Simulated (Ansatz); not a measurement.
Reaction (SMILES): [CH] (CH) → CH+ (singlet, bonded as [CH]) + e-
B3LYP-D3(BJ)/def2-TZVP geometries, fixed; electronic energies without zero-point terms.

Core correlation in the adiabatic ionisation energy at MP2 with Ansatz (an electronic-structure program), in eV: frozen core against all electrons. Core-valence sets carry the plain set on hydrogen. The T1 diagnostic of CCSD is high for at least one species. A restricted Hartree-Fock determinant is unstable towards unrestricted orbitals. An unrestricted Hartree-Fock determinant is markedly spin-contaminated. Open shells are unrestricted.

| basis | functions, most | frozen core |
|---|---|---|
| cc-pVDZ | 19 | 10.319 |
| cc-pCVDZ | 23 | 10.314 |
| cc-pVTZ | 44 | 10.492 |
| cc-pwCVTZ | 57 | 10.486 |
| cc-pCVTZ | 57 | 10.486 |
| cc-pVQZ | 85 | 10.529 |
| cc-pwCVQZ | 114 | 10.529 |
| cc-pCVQZ | 114 | 10.529 |

Task: How large is the core term in each set?

Result: The largest core-valence set, cc-pCVQZ, gives a core term of 0.021 eV; the valence set cc-pVQZ, which lacks functions for the core, gives 0.019. By row: cc-pVDZ 0.001, cc-pCVDZ 0.000, cc-pVTZ 0.015, cc-pwCVTZ 0.020, cc-pCVTZ 0.013, cc-pVQZ 0.019, cc-pwCVQZ 0.023, cc-pCVQZ 0.021.
